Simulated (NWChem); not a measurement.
Molecule: oxygen (O$_{2}$, triplet); SMILES O=O

```xyz
2

O      0.0000     0.0000     0.5941
O      0.0000     0.0000    -0.5941
```
Atoms are numbered in this order, from 1.

The geometry was optimised at PBE0/def2-SVP, spin-unrestricted. No stability test was run on the SCF state.

Problem. List the 4 lowest vertical excitations from BHandHLYP/6-31+G* (spherical d), spin-unrestricted, TDA (NWChem).

Solution. 
```tsv
state	energy (eV)	oscillator strength	<S²>
state 1	6.04	0.000	2.01
state 2	6.04	0.000	2.01
state 3	6.29	0.000	2.01
state 4	8.15	0.000	2.02
```
